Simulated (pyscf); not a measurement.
HO–SiH₃ (SMILES O[SiH3]) + HO–PH₂ (SMILES OP) → HO–PH–OH (SMILES OPO) + SiH₄ (SMILES [SiH4]), a four-centre exchange (singlet surface; O–Si, H–P broken, O–P, H–Si formed). PySCF, gas phase, ωB97X-D3(BJ)/def2-SVP geometries. Energies in eV from the separated reactants.

Small-basis levels: PySCF, no dispersion term, spherical d functions. 

In single points B3LYP/6-31G* puts the saddle at 1.94 eV and the reaction energy at +0.35 eV. Should these be trusted to within a few kcal/mol? Compare with ωB97M-D3(BJ)/def2-TZVP.

ωB97M-D3(BJ)/def2-TZVP gives ΔE‡ = 1.89 eV and ΔE = +0.45 eV. B3LYP/6-31G* lies 0.05 eV over it in the barrier and 0.10 eV under it in the reaction energy, so on this step it holds to within 0.13 eV. ωB97M-D3(BJ)/def2-TZVP has limits of its own. On the reactant side the descent ends in a complex (not fully relaxed), 0.26 eV under the separated species and 2.12 eV under the saddle at ωB97X-D3(BJ)/def2-TZVP. The same reactants have a lower exit, to H₃Si–O–PH₂ + H₂O (barrier +0.95 eV at ωB97M-D3(BJ), against +1.89 eV here). This is the saddle that the search found; another between the same sides may lie lower.
